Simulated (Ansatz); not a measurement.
# H3PS: the cost of one run

All numbers are computed with the Python package of Ansatz 0.2.0. The levels of theory stand in the script.

## 1. The structure

Bond lengths: P1–S2 2.119 Å, P1–H3 1.328 Å, P1–H4 1.402 Å, S2–H5 1.331 Å. Angles: P1–S2–H5 97.7°, S2–P1–H3 100.5°, S2–P1–H4 95.1°, H3–P1–H4 93.9°.

No structure file is read: the coordinates are typed or built in the script.

## 2. Script

Contents of basis_h3ps.py:

```python
'''Basis-set convergence for H3PS.'''

import ansatz as az
from ase import Atoms

atoms = Atoms(['P', 'S', 'H', 'H', 'H'], positions=[
    (-0.6081, -0.4777, 0.3761),
    (0.4107, 1.191, -0.44),
    (0.3176, -1.4192, 0.234),
    (-1.2683, -0.8141, -0.814),
    (1.198, 1.4464, 0.6024),
])
h3ps = az.Crystal.molecule_from_ase(atoms)

base = h3ps.calculation().functional('hf').scf(lower_state_search='light')

energies = {}
for basis in ['STO-3G', '6-31G', '6-31G*', 'def2-SVP', 'def2-SVPD', 'def2-TZVP', 'def2-TZVPP']:
    r = base.basis(gaussian=basis).run().report
    size = r['n_frozen'] + r['n_occupied'][0] + r['n_virtual'][0]
    energies[basis] = (r['reference_energy_ev'] / 27.211386246, r['free_energy_ev'] / 27.211386246)
    print(f'{basis:14s} {size:4d} orbitals  reference {energies[basis][0]:14.6f} Ha  total {energies[basis][1]:14.6f} Ha')

last = energies['def2-TZVPP'][1]
for basis, (_, total) in energies.items():
    print(f'{basis:14s} lies {27.211386 * (total - last):9.4f} eV above def2-TZVPP')
```

## 3. What the engine is handed

The package turns the script's settings into the engine's input (first run):

```yaml
crystal:
  periodic: [false, false, false]
  atoms:
    - { symbol: P, position_ang: [-0.6081, -0.4777, 0.3761] }
    - { symbol: S, position_ang: [0.4107, 1.191, -0.44] }
    - { symbol: H, position_ang: [0.3176, -1.4192, 0.234] }
    - { symbol: H, position_ang: [-1.2683, -0.8141, -0.814] }
    - { symbol: H, position_ang: [1.198, 1.4464, 0.6024] }
basis:
  gaussian:
    orbitals: STO-3G
hamiltonian:
  xc: hf
scf:
  lower_state_search: light
```

## 4. The run

The run is started by

```bash
python basis_h3ps.py
```

What time and memory should one allow on 1 thread of Arm Neoverse V1, shared host?

About 3.2 s, with a peak of 0.26 GiB.
